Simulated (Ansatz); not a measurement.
# CO₂ (triplet): wave-function methods side by side, def2-QZVPP

One table from this session's results is given with a row withheld; the runs are named, their logs left out.

Computed with Ansatz 0.2.0, Gaussian basis. Level: def2-QZVPP, core rule «outside noble gas», up to 3 orbitals frozen.

The runs, in order: UHF; ROHF; CCSD(T) on UHF.

2 further runs of the same task are left out: 2 set aside as unsound or not needed.

**What is computed**

The geometry is a PBE0/def2-TZVP stationary point (not a proven minimum) of the parent state, kept for this charge and spin.

3 atoms, charge 0, spin multiplicity 3.

Atoms are counted from 1 here; the program's logs count them from 0.

Bond lengths: C1–O2 1.157 Å, C1–O3 1.157 Å. Angles: O2–C1–O3 180.0°.

The first run:

Input file in.yaml:

```yaml
crystal:
  periodic: [false, false, false]
  atoms:
    - {symbol: C, position_ang: [0.000000, 0.000000, 0.000000]}
    - {symbol: O, position_ang: [0.000000, 0.000000, -1.156800]}
    - {symbol: O, position_ang: [0.000000, 0.000000, 1.156800]}
basis:
  gaussian: {orbitals: "def2-QZVPP.json"}
magnetization: {spin_polarized: true, initial_magnetization: 2}
hamiltonian: {xc: hf}
output: {orbitals: {seedname: orbitals}}
```

Run with:

```bash
> ansatz run in.yaml --threads 1 --pin off --events-out ev --progress --plain --max-ram 2393MiB
```

Steps of the session up to this table: UHF; ROHF; CCSD(T) on UHF.

One of the session's tables, all rows but one given; the rest of the session is left out.

```
  method  from UCCSD(T) (meV)
    ROHF             +17299.5
     UHF                    ?
    UMP2              +1099.7
   UCCSD               +733.7
UCCSD(T)                    0
```

Q: Estimate the row for UHF from the others.

**Answer.** from UCCSD(T) (meV): +16968.6. In the column «from UCCSD(T) (meV)» it lies between UMP2 (+1099.7) and ROHF (+17299.5).
